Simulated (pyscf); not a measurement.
PySCF, gas phase, ωB97X-D3(BJ)/def2-SVP geometries.

PBE/def2-TZVP puts the barrier of H₂P–SiH₂–PH₂ (SMILES P[SiH2]P) + H₂ (SMILES [H][H]) → H₃Si–PH₂ (SMILES [SiH3]P) + PH₃ (SMILES P) (four-centre exchange; singlet surface; P–Si, H–H broken, H–Si, H–P formed) at 239.8 kJ/mol and the reaction energy at +4.4 kJ/mol, from the separated reactants. What do r²SCAN/def2-TZVP, M06-2X/def2-TZVP, ωB97M-D3(BJ)/def2-TZVP give on the same structures?

r²SCAN: ΔE‡ = 253.4 kJ/mol, ΔE = +5.5 kJ/mol; M06-2X: ΔE‡ = 279.0 kJ/mol, ΔE = +2.6 kJ/mol; ωB97M-D3(BJ): ΔE‡ = 272.8 kJ/mol, ΔE = -3.4 kJ/mol. PBE's barrier lies under all of them, by 13.6 to 39.2 kJ/mol. Its reaction energy lies among theirs. Low barriers are usual for a GGA, whose delocalisation error favours stretched bonds. At the saddle there is also a short H–Si contact that neither side keeps. One saddle was located; it need not be the lowest between these sides.
